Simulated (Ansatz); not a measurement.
Reaction (SMILES): O (H2O) → H2O+ (doublet, bonded as O) + e-
B3LYP-D3(BJ)/def2-TZVP geometries, fixed; electronic energies without zero-point terms.
Largest species:
```
O
H 1 0.9627
H 1 0.9627 2 105.24
```
Charge 0, spin multiplicity 1.

Basis-set convergence of the adiabatic ionisation energy at MP2 with Ansatz (a program for electronic structure). Cartesian d functions, on some or all atoms, in 6-31G**; all else is spherical. Cores are frozen. Open shells are unrestricted. No added dispersion term, no relativity. Functions are those of the species that has most. Reference: Hartree-Fock in aug-cc-pVQZ plus the correlation part extrapolated as X^-3 from aug-cc-pVTZ and aug-cc-pVQZ, 12.902 eV, itself unsure by roughly 0.018 eV (a third of the extrapolation step and of the last Hartree-Fock step).

```json
[
 {"basis": "6-31G", "functions": "13", "adiabatic ionisation energy (eV)": "11.802"},
 {"basis": "pcseg-0", "functions": "13", "adiabatic ionisation energy (eV)": "11.526"},
 {"basis": "cc-pVDZ", "functions": "24", "adiabatic ionisation energy (eV)": "[?]"},
 {"basis": "6-31G**", "functions": "25", "adiabatic ionisation energy (eV)": "12.125"},
 {"basis": "6-311G**", "functions": "30", "adiabatic ionisation energy (eV)": "[?]"},
 {"basis": "aug-cc-pVDZ", "functions": "41", "adiabatic ionisation energy (eV)": "[?]"},
 {"basis": "def2-TZVPPD", "functions": "74", "adiabatic ionisation energy (eV)": "12.741"},
 {"basis": "cc-pVQZ", "functions": "115", "adiabatic ionisation energy (eV)": "12.767"},
 {"basis": "def2-QZVPP", "functions": "117", "adiabatic ionisation energy (eV)": "[?]"}
]
```

**Question.** What belongs in the gaps?

**Answer.** 
- cc-pVDZ, adiabatic ionisation energy (eV): 12.013
- 6-311G**, adiabatic ionisation energy (eV): 12.220
- aug-cc-pVDZ, adiabatic ionisation energy (eV): 12.612
- def2-QZVPP, adiabatic ionisation energy (eV): 12.806
